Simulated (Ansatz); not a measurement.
Consider the interaction energy of a dimer with the counterpoise correction of F2 (the Python package of Ansatz (0.2.0)).

Script `f2.py`:
```python
"""Binding of a F2 dimer at a trial geometry."""

import ansatz

BASIS_SET = "cc-pVDZ"
XC = "b3lyp"
VDW = "d3bj"

FIRST = [
    ("F", (0.0, 0.0, -0.615)),
    ("F", (0.0, 0.0, 0.615)),
]
SECOND = [
    ("F", (3.215, 0.2772, 1.263)),
    ("F", (2.3688, -0.5076, 1.6883)),
]

def energy(atoms, ghosts=()):
    molecule = ansatz.Crystal.molecule()
    for symbol, xyz in atoms:
        molecule = molecule.atom(symbol, xyz)
    calc = (
        molecule.calculation()
        .basis(gaussian=BASIS_SET)
        .functional(XC, dispersion=VDW)
    )
    deck = calc.input()
    if ghosts:
        deck = deck.set(ansatz.key.basis.gaussian.ghost_atoms, [{"symbol": s, "position_ang": list(xyz)} for s, xyz in ghosts])
    return ansatz.Session.from_dict(deck).plan().execute().report["free_energy_ev"]


def main() -> None:
    # monomers in their own basis and in the basis of the dimer
    both = energy(FIRST + SECOND)
    alone = energy(FIRST) + energy(SECOND)
    ghosted = energy(FIRST, SECOND) + energy(SECOND, FIRST)
    print(f"dimer {both:.6f} eV")
    print(f"interaction, uncorrected   {(both - alone):8.3f} eV")
    print(f"interaction, counterpoise  {(both - ghosted):8.3f} eV")
    print(f"basis-set superposition    {(alone - ghosted):8.3f} eV")


if __name__ == "__main__":
    main()
```

How large is the interaction at this pose, and how much of it is basis-set superposition?

Uncorrected it is -0.017 eV, with the counterpoise correction 0.022 eV; the difference, 0.04 eV, is the superposition error. The sign changes with the correction, so this basis doesn't settle it.

What the script printed:

`python f2.py` gives:
```text
dimer -10856.428732 eV
interaction, uncorrected     -0.017 eV
interaction, counterpoise     0.022 eV
basis-set superposition       0.038 eV
```

Total energies depend on the basis set; only differences at equal settings carry meaning. The dimer is a generated trial pose of unrelaxed monomers, not a minimum, so the figure is no binding energy, and the basis set is small. b3lyp holds the VWN-RPA fit, as in Gaussian; the form of ORCA and Turbomole is b3lyp5. The spin state was assumed, and another may lie lower. Hardware and time: 2.2 s on 1 thread of Arm Neoverse V2, with other jobs on the host, peak memory 0.15 GiB.
